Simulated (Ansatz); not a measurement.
A nudged elastic band was laid between two geometries of C$_{3}$H$_{5}$ClO (10 atoms, charge 0, multiplicity 1).

These are results of Ansatz, RKS B3LYP/def2-SVP, not measurements.

```yaml
movable_images: 7
climbing_image: yes
spring: 5.0 eV/Å²
optimiser: quadratic models (default)
start_path: through a guess of the saddle point
force_threshold: 0.03 eV/Å
iteration_limit: 60
end_points: relaxed
```

Initial state:

```xyz
10
Properties=species:S:1:pos:R:3
C -0.893 -0.583 0.543
C 0.505 -0.135 0.167
Cl 1.450 -1.465 -0.646
C 0.540 1.060 -0.779
O -0.428 1.718 -1.053
H -1.427 0.251 1.024
H -1.460 -0.877 -0.351
H -0.856 -1.433 1.239
H 1.099 0.130 1.058
H 1.552 1.283 -1.200
```

Final state:

```xyz
10
Properties=species:S:1:pos:R:3
C -0.895 -0.553 0.571
C 0.490 -0.033 0.243
Cl 1.653 -1.385 -0.135
C 0.529 0.915 -0.951
O -0.454 1.367 -1.474
H -0.865 -1.213 1.449
H -1.563 0.297 0.783
H -1.313 -1.109 -0.280
H 0.940 0.494 1.101
H 1.561 1.167 -1.304
```

(1) Which bonds break or form, and what moves?

(2) Give the energies along the band, and the barrier.

(3) What is the geometry of the highest image?

(4) What are the harmonic wavenumbers there?

## Answers

(1) No bond is made or broken. The dihedral H8–C1–C2–Cl3 goes from 60 to -61°. The two ends are copies of one structure, up to a mirror image or an exchange of like atoms.

(2) It converged. The highest image is number 4 of 0 to 8, 0.131 eV above the ends, which have the same energy within 2 meV. A vibrational analysis at the climbing image gives one clearly imaginary mode, 226i cm⁻¹: a first-order saddle point.

| image | path coordinate (Å) | energy (eV) | dihedral H8–C1–C2–Cl3 (°) |
| --- | --- | --- | --- |
| 0 | 0.00 | 0.000 | 60 |
| 1 | 0.42 | 0.015 | 48 |
| 2 | 0.85 | 0.060 | 33 |
| 3 | 1.27 | 0.110 | 17 |
| 4 | 1.70 | 0.131 | 0 |
| 5 | 2.12 | 0.110 | -17 |
| 6 | 2.54 | 0.061 | -33 |
| 7 | 2.96 | 0.016 | -48 |
| 8 | 3.39 | 0.000 | -61 |

(3) 
```xyz
10
Properties=species:S:1:pos:R:3
C -0.908 -0.561 0.574
C 0.493 -0.064 0.223
Cl 1.627 -1.404 -0.285
C 0.535 0.958 -0.914
O -0.440 1.455 -1.410
H -1.167 -0.312 1.614
H -1.644 -0.086 -0.091
H -0.980 -1.650 0.458
H 0.997 0.400 1.086
H 1.570 1.213 -1.252
```

(4) 226i, 100, 289, 325, 377, 589, 712, 849, 954, 1046, 1089, 1104, 1205, 1310, 1381, 1405, 1461, 1471, 1854, 2933, 3054, 3072, 3140, 3155 cm⁻¹.

Run time: 2.7 min on 2 threads of Intel(R) Xeon(R) Platinum 8488C (Sapphire Rapids), with other jobs on the host, peak memory 0.23 GiB.
